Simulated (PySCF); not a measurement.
**Computed spin Hamiltonian**

C4H7FN (doublet state).
Structure used (GFN2-xTB), in Å, numbered top down from 1:
```
atom  x, y, z in Å
C1     2.3070    0.9264    0.2386
C2     1.2147    0.4028    0.6726
F3     0.5299    0.8976    1.7412
C4     0.4662   -0.8303    0.0909
N5    -0.6146   -0.5048   -0.7800
C6    -1.7320    0.1983   -0.1876
H7     2.9665    0.6955   -0.5631
H8     0.0724   -1.3827    0.9486
H9     1.1862   -1.4473   -0.4476
H10   -0.2966   -0.0545   -1.6303
H11   -2.0772   -0.3653    0.6787
H12   -2.5385    0.2485   -0.9176
H13   -1.4883    1.2165    0.1378
```

The hyperfine couplings belong to this conformer and change with its torsions.

Identity: `[H]/[C]=C(/F)CNC` [radical].

Computed with UKS B3LYP, pcH-1 on C F H N, non-relativistic, mean-field spin-orbit, GIAO in PySCF. The structure is a single GFN2-xTB conformer in the gas phase; no vibrational or solvent corrections. A GFN2-xTB geometry isn't a minimum of the functional, and hyperfine couplings can be far from their values at a DFT geometry. No stability test was run, so a lower SCF solution isn't excluded.

- g1, g2, g3: 2.00144, 2.00222, 2.00242
- g_iso: 2.00203
- Form of g: rhombic: the two nearest values differ by 20 % of g3 − g1
- ⟨S²⟩: 0.7584 (exact 0.7500)

Hyperfine couplings atom by atom, in G; T1 to T3 are the principal values of the dipolar part; ρ(0) is the spin density at the nucleus (MHz turned into gauss with g_iso; 10 G = 1 mT):

```
atom  isotope  a_iso     T1     T2    T3  Mulliken spin population  ρ(0) (bohr⁻³)
  C1      13C  108.9  -28.3  -21.2  49.5                      1.01         0.2714
  C2      13C  -16.8   -8.1   -1.4   9.5                     -0.11        -0.0418
  F3      19F   57.4  -32.9  -14.7  47.6                      0.02         0.0382
  C4      13C   13.4   -2.6   -2.3   5.0                      0.05         0.0334
  N5      14N    0.4   -0.6   -0.5   1.1                      0.03         0.0036
  C6      13C   -0.2   -0.1   -0.1   0.2                      0.00        -0.0006
  H7       1H    5.8  -11.4   -2.7  14.1                      0.00         0.0036
  H8       1H    9.9   -1.3   -0.3   1.6                      0.01         0.0062
  H9       1H   -1.5   -1.9   -0.6   2.4                      0.00        -0.0010
 H10       1H    0.4   -1.1    0.1   0.9                      0.00         0.0002
 H11       1H    0.1   -0.3   -0.2   0.6                      0.00         0.0000
 H12       1H    0.4   -0.3   -0.2   0.5                      0.00         0.0002
 H13       1H    0.9   -0.5   -0.3   0.8                      0.00         0.0006
```

Largest spin populations (Mulliken): C1 (+1.01) and C2 (-0.11). C1 is the only atom above +0.15. The positive populations add up to 1.12 and the negative ones to -0.12, together 2S = 1.

Under fast tumbling the dipolar parts average out, and these isotropic splittings remain: 1 × 19F (F3, I = 1/2, 2 lines) with 5.74 mT, 1 × 1H (H7, I = 1/2, 2 lines) with 0.58 mT, 2 × 1H (H8/H9, I = 1/2, 3 lines) with 0.42 mT, 3 × 1H (H11/H12/H13, I = 1/2, 4 lines) with 0.05 mT, 1 × 14N (N5, I = 1, 3 lines) with 0.04 mT and 1 × 1H (H10, I = 1/2, 2 lines) with 0.04 mT.

Means are taken over nuclei equivalent by connectivity, which assumes that they swap fast. The 1H value of +11.7 MHz is a mean of couplings from -4.3 to 27.6 MHz in this one geometry, not an average over conformers.

The 13C coupling of C1 (305.1 MHz) shows only in satellite lines or after enrichment, since that isotope makes up about 1.07 % of natural carbon.

Examples of negative spin density at the nucleus (bohr⁻³): C2 (-0.0418).

The run took 37 s of wall time (grids of density and orbitals included) on one thread, Arm Neoverse V1 (aarch64), no GPU (shared host), and the process peaked at 0.86 GiB of memory.
